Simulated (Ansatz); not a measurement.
bcc Ta, treated with r²SCAN+rVV10 (plane waves, PAW; Ansatz, a first-principles code).

Run with plane-wave cutoff 500 eV, 30×30×30 k mesh, Fermi–Dirac smearing 0.1 eV, scalar-relativistic PAW data made under PBE.

Computed at the level's own relaxed cell.

### Question
Estimate the equilibrium volume per atom and lattice parameter a that the calculation returns.

### Answer

equilibrium volume per atom: 17.90 Å³/atom
lattice parameter a: 3.296 Å

Measured, for comparison: equilibrium volume per atom 17.95 Å³/atom, lattice constant a 3.299 Å (static lattice: zero-point anharmonic expansion removed; as tabulated in Mejia-Rodriguez and Trickey (2018), arXiv:1807.09216). Computed (rounded) less measured: equilibrium volume per atom -0.3 %, lattice constant a -0.1 %.

Spin–orbit coupling is not included.

Static lattice: no zero-point or thermal effects.

Cost on a shared machine: roughly 90 core-seconds.
